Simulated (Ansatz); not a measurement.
Consider the isomerisation: `C=COC(C)=O` → methacrylic acid.

Program: Ansatz. Geometries: PBE0-D4/def2-TZVP. ΔE: electronic, gas phase. CCSD(T)/CBS adds triple-zeta CCSD(T) − MP2 to the extrapolated MP2 energy (def2 sets, frozen cores). Functionals use def2-TZVPP. B3LYP here is the variant with VWN-RPA as its local correlation; programs differ in this. HSE06 is defined as in plane-wave codes. Each species was taken in one conformer, which may not be the lowest.

`C=COC(C)=O`:

Z-matrix (Å, degrees):
```
C
C 1 1.494
H 1 1.092 2 109.8
H 1 1.087 2 109.5 3 -121.2
H 1 1.092 2 109.8 3 117.7
O 2 1.197 1 126.2 3 121.3
O 2 1.359 1 110.1 3 -58.7
C 7 1.372 2 117.9 1 -180.0
C 8 1.321 7 120.2 2 -179.8
H 8 1.082 7 114.6 2 0.2
H 9 1.081 8 119.5 7 -180.0
H 9 1.083 8 121.7 7 -0.0
```

`C=C(C)C(=O)O`:

Cartesian coordinates in Å:
```
C 0.508 0.863 -1.342
C 0.176 0.186 -0.247
C 1.110 -0.090 0.886
C -1.222 -0.319 -0.167
O -2.076 -0.169 -1.001
O -1.453 -0.989 0.978
H 1.507 1.263 -1.474
H -0.221 1.026 -2.126
H 1.225 -1.164 1.049
H 0.730 0.329 1.821
H 2.092 0.340 0.685
H -2.376 -1.276 0.941
```

```tsv
level	ΔE (kJ/mol)	difference from CCSD(T)/CBS
LDA (SPW92)	-41.3	4.6
revPBE-D4	-43.4	2.5
PBE0-D4	-43.1	2.8
BHLYP-D4	-39.9	6.0
CAM-B3LYP-D4	-37.7	8.2
B2PLYP	-40.4	5.5
B3LYP	-35.1	10.8
r2SCANh	-41.5	4.4
r2SCAN0	-42.5	3.4
HSE06	-41.1	4.8
LC-ωPBE	-40.2	5.7
RPA@PBE/def2-TZVPP	-43.0	2.9
MP2/def2-SVP	-52.8	-6.9
CCSD(T)/def2-SVP	-46.7	-0.8
SCS-MP2/def2-QZVPP	-46.6	-0.7
CCSD/CBS(def2)	-44.6	1.3
CCSD(T)/CBS	-45.9	0
```

Largest T1 diagnostic among the species: 0.014.

Leaving LDA and LC-ωPBE aside and taking each functional with its dispersion term where it has one, the values, not all of them listed here, spread over 8.2 kJ/mol, from PBE-QIDH to BLYP-D4. In def2-TZVPP, CCSD(T) changes the Hartree–Fock value by −11.2 kJ/mol (the triples alone add −1.3 kJ/mol) and MP2 by −17.2 kJ/mol. The D4 term adds −3.9 kJ/mol with B3LYP and −2.0 kJ/mol with PBE0; it sums over pairs of atoms, weighted by their polarisabilities, and B3LYP, whose exchange is more repulsive, gets the larger term.
